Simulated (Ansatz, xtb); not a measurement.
## Ligand exchange: CH4S + SiH3(SH) → CH4S2 + SiH4

Species: CH4S (methanethiol) `CS`, singlet; SiH3(SH) (sulfanylsilane), singlet; CH4S2 (methyl hydrodisulfide) `CSS`, singlet; SiH4 (silane) `[SiH4]`, singlet. The partners trade H for SH: S–H and Si–SH bonds give way to S–SH and Si–H.

Shapes, held fixed at every level: PBE0-D4/def2-TZVP. Flexible molecules stand in one conformer, not always the lowest. Programs: Ansatz 0.2.0, xtb 6.7.1. The zero-point and thermal change to 298 K, harmonic and unscaled (PBE0-D4/def2-TZVP), is -2.4 kJ/mol.

```tsv
level	kind	ΔH(298 K) (kJ/mol)	less CCSD(T)/CBS estimate
GFN1-xTB	semi-empirical	+135.0	+56.8
HF/def2-TZVPP	Hartree–Fock	+84.9	+6.7
SPW92/def2-TZVPP	LDA	+67.9	-10.3
PBE-D4/def2-TZVPP	GGA	+67.4	-10.8
r2SCAN-D4/def2-TZVPP	meta-GGA	+74.5	-3.7
wB97M-V/def2-TZVPP	range-separated hybrid	+76.3	-1.9
wB97X-V/def2-TZVPP	range-separated hybrid	+76.6	-1.6
B2PLYP/def2-TZVPP	double hybrid	+76.0	-2.2
CCSD(T)/CBS estimate	coupled cluster or CI	+78.2	0.0
```

The highest level, CCSD(T)/CBS estimate, gives ΔH(298 K) = +78.2 kJ/mol; the levels span +67.4 to +135.0. The column of differences is taken from that level and isn't an error. No measured value is set beside it here. The CBS estimate extrapolates MP2 from def2-TZVPP and def2-QZVPP and adds CCSD(T) − MP2 in the triple-zeta set, cores frozen.
